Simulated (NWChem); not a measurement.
**NO2F (nitryl fluoride) at 3 levels**

We compute a comparison of 3 runs (PBE/cc-pVTZ, SVWN5/cc-pVTZ, CCSD(T)/cc-pVTZ) of NO2F (nitryl fluoride). 

Program for the calculation: NWChem 7.3.0.

## Step 1: Starting point

NO2F has 4 atoms, charge 0, and is taken as a singlet. As SMILES, `O=[N+]([O-])F`. The N2–F4 distance was set to 1.659 Å, away from the relaxed value.

Bond lengths: O1–N2 1.170 Å, N2–O3 1.170 Å. Angles: O1–N2–O3 135.6°. A long bond or contact: N2–F4 1.659 Å.

## Step 2: The energy at PBE/cc-pVTZ (run 1)

test.nw reads:

```
start test
title "nitryl fluoride"
memory stack 880 mb heap 220 mb global 1100 mb
charge 0

geometry noautosym nocenter noautoz
   O      0.311961     0.358556     1.258525
   N      0.203391    -0.183174     0.227415
   O      0.600251    -1.180054    -0.238605
   F     -0.744590     0.670550    -0.832510
end

basis "ao basis" spherical bse
   * library cc-pVTZ
end

dft
   xc xpbe96 cpbe96
   grid fine
   convergence energy 1e-08
   iterations 100
   mulliken
   print medium
end

task dft energy
```

On the command line:

```console
nwchem test.nw > test.out
```

What it wrote:

```text
[...]
          Wavefunction type:  closed shell.
          No. of atoms     :     4
          No. of electrons :    32
[...]
          Charge           :     0
          Spin multiplicity:     1
[...]
          AO basis - number of functions:   120
[...]
              XC Information
              --------------
          PerdewBurkeErnzerhof Exchange Functional  1.000
            Perdew 1991 LDA Correlation Functional  1.000 local
           PerdewBurkeErnz. Correlation Functional  1.000 non-local
[...]
 d= 0,ls=0.0,diis     1   -304.3728814124 -4.23D+02  2.19D-02  3.65D+00     5.9
[...]
 d= 0,ls=0.5,diis    46   -304.7364748422 -8.90D-09  5.44D-07  4.09D-08   219.1
         Total DFT energy =     -304.736474846957
      One electron energy =     -654.902597584671
           Coulomb energy =      265.595431179807
    Exchange-Corr. energy =      -34.070815265826
 Nuclear repulsion energy =      118.641506823733
[...]
      Total Density - Mulliken Population Analysis
     ---------------------------------------------
    Atom       Charge   Shell Charges
 -----------   ------   -------------------------------------------------------
    1 O    8     8.08   1.94  0.27  1.02  0.56  1.27  2.00  0.96  0.01  0.04  0.00
    2 N    7     6.58   1.95  0.24  0.88  0.19  0.99  1.59  0.47  0.03  0.22  0.02
    3 O    8     8.08   1.94  0.27  1.02  0.56  1.27  2.00  0.96  0.01  0.04  0.00
    4 F    9     9.26   1.94  0.29  1.06  0.68  1.56  2.26  1.47  0.00  0.01  0.00
[...]
```

It took 3.7 min on 1 thread of Intel Xeon Platinum 8259CL at 2.50GHz (Skylake/Cascade Lake), shared host; peak memory 0.12 GiB.

## Step 3: A single-point energy at SVWN5/cc-pVTZ (run 2)

run.py reads:

```python
from ase import Atoms
from ase.calculators.nwchem import NWChem

molecule = Atoms('ONOF', positions=[
    [0.311961, 0.358556, 1.258525],
    [0.203391, -0.183174, 0.227415],
    [0.600251, -1.180054, -0.238605],
    [-0.744590, 0.670550, -0.832510],
])

calc = NWChem(
    label='run',
    theory='dft',
    memory='2200 mb',
    basis='cc-pVTZ',
    basispar='spherical bse',
    dft={'xc': 'slater vwn_5', 'mult': '1', 'grid': 'fine', 'convergence': 'energy 1e-08', 'iterations': '100', 'mulliken': None},
    task='energy',
)
molecule.calc = calc

e = molecule.get_potential_energy()
print(f"E = {e:.6f} eV")
print("dipole (e A):", molecule.get_dipole_moment().round(4))
```

On the command line:

```console
export ASE_NWCHEM_COMMAND="nwchem PREFIX.nwi > PREFIX.nwo"
python run.py
```

What it wrote:

```text
E = -8243.118163 eV
dipole (e A): [ 0.1835 -0.1653  0.2052]
```

The calculator wrote run.nwi:

```
title "run"

permanent_dir run

scratch_dir run

start run

geometry units angstrom nocenter noautosym noautoz
  O  3.1196099999999999e-01 3.5855599999999999e-01 1.2585249999999999e+00
  N  2.0339099999999999e-01 -1.8317400000000000e-01 2.2741500000000001e-01
  O  6.0025099999999998e-01 -1.1800539999999999e+00 -2.3860500000000001e-01
  F  -7.4458999999999997e-01 6.7054999999999998e-01 -8.3250999999999997e-01
end

memory 2200 mb

basis spherical bse noprint
   * library cc-pVTZ
end

dft
  xc slater vwn_5
  mult 1
  grid fine
  convergence energy 1e-08
  iterations 100
  mulliken
end

task dft energy
```

run.nwo:

```text
Northwest Computational Chemistry Package (NWChem) 7.3.0
             --------------------------------------------------------

           Job information
           ---------------

    nwchem branch   = 7.3.0
    use scalapack   = T
    input           = run.nwi
    prefix          = run.
    data base       = run/run.db
    status          = startup
    nproc           =        1

           Memory information
           ------------------

[... 5 lines left out ...]
    hardfail = no
[... 106 lines left out ...]
          Convergence on energy requested:  1.00D-08
[... 22 lines left out ...]
          Convergence Information
[... 30 lines left out ...]
 1-e energy   =    -655.580021
[... 43 lines left out ...]
      One electron energy =     -654.608494088530
[... 8 lines left out ...]
                       DFT Final Molecular Orbital Analysis
[... 875 lines left out ...]
     Multipole analysis of the density
     ---------------------------------

     L   x y z        total         alpha         beta         nuclear
     -   - - -        -----         -----         ----         -------
     0   0 0 0     -0.000000    -16.000000    -16.000000     32.000000

     1   1 0 0      0.346801     -1.735339     -1.735339      3.817479
[... 8 lines of this table left out ...]
     2   0 0 2    -16.080039    -43.261819    -43.261819     70.443598

 Task  times  cpu:      202.4s     wall:      202.4s
 Total times  cpu:      202.5s     wall:      202.5s
```

It took 3.4 min on 1 thread of Intel Xeon Platinum 8259CL at 2.50GHz (Skylake/Cascade Lake), shared host; peak memory 0.12 GiB.

## Step 4: A single-point energy at CCSD(T)/cc-pVTZ (run 3)

work.nw reads:

```
start work
title "FNO2"
memory 2200 mb

geometry units angstroms noautosym nocenter noautoz
   O     0.311961    0.358556    1.258525
   N     0.203391   -0.183174    0.227415
   O     0.600251   -1.180054   -0.238605
   F    -0.744590    0.670550   -0.832510
end

basis spherical bse
   * library cc-pVTZ
end

scf
   thresh 1e-08
   maxiter 80
   noprint "final vectors analysis"
end

ccsd
   freeze core 4
   maxiter 60
end

task ccsd(t)
```

On the command line:

```console
nwchem work.nw > work.out
```

What it wrote:

```text
[...]
  functions       =   120
[...]
  wavefunction    = RHF
[...]
         Total SCF energy =   -303.499693463806
      One-electron energy =   -654.023726636688
      Two-electron energy =    231.882526349148
 Nuclear repulsion energy =    118.641506823733
        Time for solution =     83.6s
[...]
 Total MP2 energy:           -304.477216017625835
[...]
             energy      energy      error      ampl     ampl      Block
                                                time     time      time
[...]
 Total CCSD energy:           -304.443933490998631
[...]
 Total CCSD+T(CCSD) energy:           -304.499696043686811
[...]
 Total CCSD(T) energy:                -304.495359933951477
[...]
```

It took 19 min on 1 thread of Intel Xeon Platinum 8259CL at 2.50GHz (Skylake/Cascade Lake), shared host; peak memory 0.52 GiB.

## Step 5: Overview of the runs

```csv
run,level,integration grid,iteration cap,energy (Eh),dipole moment (D),HOMO energy (eV),LUMO energy (eV),wall time
1,PBE/cc-pVTZ,fine,100,-304.736475,1.53,-8.50,-3.98,3.7 min
2,SVWN5/cc-pVTZ,fine,100,-302.929008,1.54,-8.76,-4.30,3.4 min
3,CCSD(T)/cc-pVTZ,–,80,-304.495360,–,–,–,19 min
```

## Step 6: Outcome

| quantity | value |
| --- | --- |
| run 3: total energy | -304.49536 Eh |
| run 3: correlation energy (4 core orbitals frozen) | -995.7 mEh |
| run 3: (T) correction | -51.43 mEh |

In words: Totals of different functionals can't be ranked against each other. All runs together took 27 min, the longest 19 min.
